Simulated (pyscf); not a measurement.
**Routes from HO–AsH–OH (SMILES O[AsH]O) + SiH₄ (SMILES [SiH4])**

Candidate steps break at most two bonds and form at most two. Each was searched with GFN2-xTB (tblite) first. PySCF, gas phase, ωB97X-D3(BJ)/def2-SVP geometries. Energies: ωB97M-D3(BJ)/def2-TZVP, eV, from the separated reactants, singlet surface.

```tsv
products	type	ΔE‡	ΔE	ΔG‡ 298 K	ΔG‡ 900 K	ν‡ (cm⁻¹)
HO–SiH₃ + HO–AsH₂	four-centre exchange	1.60	-0.67	2.08	3.01	484i
HO–As(OH)–SiH₃ + H₂	four-centre exchange	2.24	+0.18	2.60	3.43	1271i
```

Row 1: On the product side the descent ends in a complex (not fully relaxed), 0.20 eV under the separated species and 2.43 eV under the saddle at ωB97X-D3(BJ)/def2-TZVP. 

Plain bond fissions and candidates not yet searched are not listed, and one of them may be faster. Each barrier is that of the saddle found; lower ones may exist. Elements up to Kr have no core potential and no relativistic terms here.
